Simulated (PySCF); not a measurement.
Gas-phase reaction: 4 CH3OCH3 + C6H6 = 3 C4H10 (isobutane) + 2 CO2

Method: PySCF energies (xtb for GFN2) plus ideal-gas RRHO corrections (1 bar). Table values come from the NASA 1993 polynomials. † marks an energy on the PBE0/def2-TZVP geometry and frequencies; other levels use their own. All species are closed-shell singlets. The harmonic model lacks anharmonicity and excited electronic states, which grow with temperature; levels with a mode under 35 cm⁻¹ are left out. Internal rotation in CH3OCH3, C4H10 (isobutane) is treated as a harmonic vibration of one conformer, which makes the entropy rough.

| level | ΔH°(298 K), kJ | minus table | ΔG°(2500 K), kJ |
|---|---|---|---|
| table | -538.4 | - | -542.4 |
| GFN2-xTB | -463.6 | 74.8 | -437.2 |
| HF/def2-TZVP† | -521.4 | 17.0 | -521.9 |
| M06-2X/def2-TZVP† | -493.1 | 45.3 | -493.6 |
| PBE0/def2-TZVP | -527.0 | 11.4 | -527.5 |
| ωB97X-V/def2-TZVP† | -539.6 | -1.2 | -540.1 |
